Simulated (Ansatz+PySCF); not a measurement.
A calculation with PySCF 2.14.0.

```python
from pyscf import gto, scf, cc

mol = gto.M(atom="""
Al 0.000000 0.000000 0.000000
Na 0.000000 0.000000 4.300000
""", basis='6-31g', charge=-1, spin=1)
mf = scf.UHF(mol)
mf.kernel()
mycc = cc.CCSD(mf, frozen=10).run()
et = mycc.ccsd_t()
print(mf.e_tot, mycc.e_corr, et, mycc.e_tot + et)
```

The script is written out from the run's settings.

The run gave:

* Converged: yes
* Reference energy: -403.69337 hartree
* CCSD correlation energy: -0.05816 hartree
* Triples correction: -0.00131 hartree
* Total energy: -403.75284 hartree
* Spin squared of the determinant: 0.765

This is not the lowest solution: another run reaches a determinant 0.50 eV lower. Caution: no diffuse functions for an anion.
